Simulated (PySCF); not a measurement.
## `C(C/C=C\C)O`, C5H10O

Geometry (Å), atoms numbered from 1 in this order:
```xyz
16

C     1.102    0.379   -2.000
C     1.680   -0.172   -0.736
C     1.096   -1.033    0.112
C    -0.295   -1.582    0.007
C    -1.290   -0.733    0.802
O    -1.335    0.590    0.353
H     1.634   -0.018   -2.881
H     0.032    0.159   -2.107
H     1.220    1.474   -2.037
H     2.702    0.150   -0.500
H     1.667   -1.332    0.999
H    -0.626   -1.617   -1.042
H    -0.320   -2.616    0.389
H    -2.305   -1.147    0.688
H    -1.040   -0.790    1.882
H    -0.429    0.924    0.382
```

Level of theory: TDDFT CAM-B3LYP/def2-TZVPD excited states, vertical, gas phase (PySCF 2.14.0). Geometry: PBE0-D3(BJ)/def2-SVP.

(1) How strongly do the lowest singlets absorb one photon, and two photons of half the energy?

Results:

(1) δ for parallel linear polarisation; σ at the peak of a Lorentzian of half width 0.1 eV, single beam; Ω is circular over linear.
```
state  E (eV)      f  photon λ (nm)  δ (au)  σ (GM)     Ω                                  main
   S1    6.47  0.018            383    58.1    0.89  0.70      HOMO→LUMO 0.79, HOMO→LUMO+1 0.11
   S2    6.81  0.251            364    29.2    0.50  0.31      HOMO→LUMO+1 0.71, HOMO→LUMO 0.10
   S3    7.15  0.063            347    10.8    0.20  1.19    HOMO−1→LUMO 0.30, HOMO→LUMO+4 0.24
   S4    7.23  0.009            343    9.53    0.18  1.50    HOMO→LUMO+2 0.72, HOMO−1→LUMO 0.13
   S5    7.43  0.068            334      66    1.33  0.61    HOMO→LUMO+3 0.79, HOMO→LUMO+4 0.08
   S6    7.57  0.035            327     105    2.20  0.65  HOMO−1→LUMO+1 0.52, HOMO→LUMO+4 0.14
```

Among these, the strongest one-photon state is S2, the strongest two-photon state S6, with a dipole change of 2.0 D (relaxed, norm of the difference vector).
